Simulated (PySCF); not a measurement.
Level of theory: PBE-D3(BJ)/def2-TZVP // PBE0-D3(BJ)/def2-TZVP (PySCF). All species are isolated molecules in the gas phase. 

Reference species (SMILES): `[CH3]` (neutral, multiplicity 2).

```
Quantity                         Result
-----------------------------  --------
highest occupied spin orbital  -5.38 eV
```

Changed species: `[CH](C)C` (radical fragment; the reference has radical fragment).

Question: What does the change do to the highest occupied spin orbital?

Answer: the highest occupied spin orbital increases by 1.36 eV, to -4.02 eV.
